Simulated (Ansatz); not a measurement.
Input file:

```yaml
crystal:
  periodic: [false, false, false]
  atoms:
    - {symbol: Si, position_ang: [0.000000, 0.119064, -0.138532]}
    - {symbol: H, position_ang: [0.000000, -2.156874, -1.449261]}
    - {symbol: H, position_ang: [0.773205, -0.580381, 2.654683]}
    - {symbol: H, position_ang: [-0.773205, -0.580381, 2.654683]}
basis:
  gaussian: {orbitals: cc-pVDZ}
total_charge: 1
magnetization: {spin_polarized: false, initial_magnetization: 2}
correlation: {method: ccsd_t, electrons: outside_noble_gas}
accuracy: high
```

```sh
$ ansatz run in.yaml --threads 1 --pin off --events-out ev --progress --plain --max-ram 2393MiB
```

Problem. Roughly how long does this take on 1 thread of Arm Neoverse N1, shared host, and how much host memory?

Solution. 6 s wall and 0.15 GiB.

```
632 factors; integrals over basis functions are off by at most 3.5e-9 eV
mean field evaluation 1: about -7891.7557 eV, gradient 6.8e0 eV
mean field evaluation 2: about -7891.7576 eV, gradient 6.8e0 eV
mean field evaluation 4: about -7893.2972 eV, gradient 9.6e-1 eV
mean field evaluation 8: about -7893.3074 eV, gradient 7.9e-4 eV
mean field evaluation 16: about -7891.7563 eV, gradient 6.8e0 eV
mean field evaluation 32: about -7892.8988 eV, gradient 3.1e-3 eV
mean field evaluation 64: about -7892.8991 eV, gradient 9.2e-2 eV
mean field evaluation 96: about -7893.3068 eV, gradient 1.9e-1 eV
mean field evaluation 128: about -7892.8988 eV, gradient 2.7e-3 eV
mean field evaluation 160: about -7888.1369 eV, gradient 2.4e-2 eV
...
cycle  10  -3.20506320 eV  change    1.1e-6 eV  update   2.3e-7
cycle  11  -3.20506261 eV  change    5.9e-7 eV  update   1.0e-7
cycle  12  -3.20506248 eV  change    1.3e-7 eV  update   2.7e-8
cycle  13  -3.20506245 eV  change    3.0e-8 eV  update   1.0e-8
cycle  14  -3.20506244 eV  change    1.1e-8 eV  update   5.0e-9
cycle  15  -3.20506244 eV  change    2.3e-9 eV  update   2.7e-9
cycle  16  -3.20506243 eV  change    2.3e-9 eV  update   1.6e-9
cycle  17  -3.20506243 eV  change   8.1e-10 eV  update  7.8e-10
cycle  18  -3.20506243 eV  change  -6.3e-10 eV  update  3.9e-10
cycle  19  -3.20506243 eV  change  -3.1e-12 eV  update  1.8e-10
perturbative correction -0.03814755 eV, -0.0014018968 hartree
Total energy: -7896.55062351 eV, -290.1928829397 hartree
```
